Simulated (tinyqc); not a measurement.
The basis set: RHF and MP2 along a ladder of basis sets, for CH4, spin multiplicity 1. Computed by the program tinyqc with PySCF. Same geometry throughout; the dipole is taken about the origin.

Geometry (angstrom):
```
atom        x        y        z
C      0.0000   0.0000   0.0000
H      0.6010   0.6010   0.6010
H      0.6010  -0.6010  -0.6010
H     -0.6010   0.6010  -0.6010
H     -0.6010  -0.6010   0.6010
```

RHF and frozen-core MP2 in a ladder of bases:
```
basis    functions  E(RHF) (hartree)  E(MP2 corr) (hartree)  HOMO (eV)  LUMO (eV)  dipole (debye)
sto-3g           9         -39.72045               -0.05120    -14.630     20.620           0.000
3-21g           17         -39.97161               -0.09628    -15.135      8.351           0.000
6-31g           17         -40.17552               -0.09521    -15.123      7.180           0.000
6-31g**         34         -40.19629               -0.16116    -15.130      7.202           0.000
cc-pvdz         34         -40.19129               -0.15898    -15.106      5.402           0.000
cc-pvtz         86         -40.20854               -0.19761    -15.168      3.982           0.000
```

Estimate the missing row, basis = aug-cc-pvdz.

Computed row:
```
basis        functions  E(RHF) (hartree)  E(MP2 corr) (hartree)  HOMO (eV)  LUMO (eV)  dipole (debye)
aug-cc-pvdz         59         -40.19269               -0.16571    -15.140      1.014           0.000
```

From cc-pVDZ to cc-pVTZ the RHF energy falls by 17.3 mhartree and the correlation energy by 38.6. If valence correlation converges as X^-3, (27 E(T) - 8 E(D))/19 gives -0.2139 hartree, a rough estimate from such small X that usually falls short; STO-3G holds about 24 % of it. Beyond STO-3G the LUMO moves by 7.3 eV and the HOMO by 0.1 eV; diffuse functions lower the positive LUMO sharply, since an unbound virtual level tracks the most diffuse function.
